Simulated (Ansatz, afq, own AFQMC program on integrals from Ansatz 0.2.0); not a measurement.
AFQMC on a folder of integrals that Ansatz 0.2.0 wrote.

```yaml
crystal:
  periodic: [false, false, false]
  atoms:
    - {symbol: Ti, position_ang: [0.016738, 0.000000, 0.565894]}
    - {symbol: O, position_ang: [-0.103234, 0.000000, -1.474968]}
    - {symbol: H, position_ang: [0.421905, 0.787859, -1.730774]}
    - {symbol: H, position_ang: [0.421904, -0.787859, -1.730774]}
basis:
  gaussian: {orbitals: def2-TZVPP}
magnetization: {spin_polarized: false}
correlation: {method: ccsd_t, electrons: outside_noble_gas, hamiltonian_folder: ham}
```

```sh
$ ansatz run in.yaml --threads 1 --pin off --events-out ev --progress --plain --max-ram 16896MiB --backend cuda --devices 0, --max-vram 18GiB
```

Options of the walk:

```
--method free --trial cisd --walkers 1500 --time-step 0.03 --max-blocks 4000 --target-error 0.00042 --factor-cut 1e-05 --seed 9811 --times 0,0.21,0.42,0.81,1.2,1.8,2.4,3 --taylor-order 8
```

Times are imaginary, in 1/Eh. The walk had a cap of 120 s.

afq prints:

```
orbitals 113  electrons 6 6  factors 773 of 798
reference energy -924.37851866 Eh
CCSD correlation -0.35800171 Eh in 93 cycles, weight of the determinant in the CISD state 0.7592
repeat  energy at the last time / Eh  error
    10  -924.753653  0.001541
    20  -924.752659  0.001359
    30  -924.753419  0.001104
    40  -924.752500  0.000985
time / (1/Eh)  energy / Eh  error  mean overlap
  0.00  -924.736737  0.000293  1.3166
  0.21  -924.745165  0.000239  1.3133
  0.42  -924.748034  0.000217  1.3137
  0.81  -924.750577  0.000265  1.3135
  1.20  -924.752002  0.000312  1.3046
  1.80  -924.753027  0.000353  1.3097
  2.40  -924.753303  0.000494  1.3108
  3.00  -924.752835  0.000868  1.3282
energy -924.752835 +/- 0.000868 Eh
```

The run passed its tests (error under three times the target), which doesn't prove that it has relaxed, ending at its cap on processor time.

Against this walk (error 23.6 meV) on the same determinant: CCSD(T) 17.2 meV higher (within the noise), CCSDT(Q) 125.9 meV lower. The error is statistical, and a free projection of finite length keeps a remainder of its start. None of these is a sure reference here.

Cautions: remainder of the start not in the error; error above the target (23.6 against 11.4 meV); no relativity below Rb; outer-core shells of the metal frozen; another spin lies lower; restricted determinant unstable towards unrestricted (UHF 1.38 eV lower, ⟨S²⟩ 1.34).

The walk took 2 min on 1 × NVIDIA H100 80GB HBM3 with 2 threads of AMD EPYC 7R13 Processor (Zen 3) (shared host) (the card was shared). The log's last line is the free-projection energy.

CCSDT and higher add their correlation energy to the determinant of the CCSD(T) run, since their own runs factorise the integrals more tightly (a shift of under 2 meV). A walk keeps the symmetry of its determinant, which the program's search chose and which needn't be the lowest solution, so a lower state of the same spin and another symmetry isn't excluded.
